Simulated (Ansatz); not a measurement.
## K₂Cl: from a trial structure to a relaxed crystal

Level of theory: DFT PBE, scalar-relativistic, plane waves, PAW in Ansatz. Cutoff 420 eV, Γ-centred k mesh, Gaussian smearing, no spin polarisation in the final step.

The start is a random cell of K₂Cl with space group P2_12_12 (No. 18), drawn with lower limits on the distances.

```xyz
6
Lattice="6.9798 0.0000 0.0000 0.0000 8.1848 0.0000 0.0000 0.0000 4.0782" Properties=species:S:1:pos:R:3 pbc="T T T"
K     0.7730    6.1386    3.0586
K     6.2068    2.0462    3.0586
K     2.7169    2.0462    1.0195
K     4.2629    6.1386    1.0195
Cl    0.0000    0.0000    2.7188
Cl    3.4899    4.0924    1.3594
```

Cell and atoms relax at zero pressure; the relaxation can't lower the symmetry of the start. After a coarse first stage the cell is made exact in the group found at 0.06 Å.

Formation energies are uncorrected and refer to the elements' standard structures at the same level (Cl₂ as a molecule).

Problem. Which crystal results?

Solution. It ends in P4_2/mnm (No. 136). The result has the rutile structure. Conventional cell: a = 7.884 Å, c = 4.509 Å. Around K lie 3 Cl at 3.23–3.27 Å; Cl has 6 K at 3.23–3.27 Å.

```cif
data_structure
_symmetry_space_group_name_H-M 'P4_2/mnm'
_symmetry_Int_Tables_number 136
_cell_length_a 7.8839
_cell_length_b 7.8839
_cell_length_c 4.5086
_cell_angle_alpha 90.000
_cell_angle_beta 90.000
_cell_angle_gamma 90.000
_cell_volume 280.23
loop_
_atom_site_label
_atom_site_type_symbol
_atom_site_symmetry_multiplicity
_atom_site_Wyckoff_symbol
_atom_site_fract_x
_atom_site_fract_y
_atom_site_fract_z
_atom_site_occupancy
K1 K 4 f 0.29301 0.70699 0.50000 1
Cl1 Cl 2 b 0.00000 0.00000 0.50000 1
```

Problem. What are its volume, energy, density and gap?

Solution. The volume per atom is 46.71 Å³ and the density is 1.35 g/cm³. The energy over the elements is -1.22 eV/atom and the gap on the 6×6×8 mesh is 0 eV (a metal).

The final run used a 6×6×8 mesh on its 6-atom cell and 0.10 eV smearing. The k mesh leaves about 4 meV/atom of noise in metals. A structure relaxed within its symmetry needn't be a true minimum. The steps took about 4 core-minutes in all.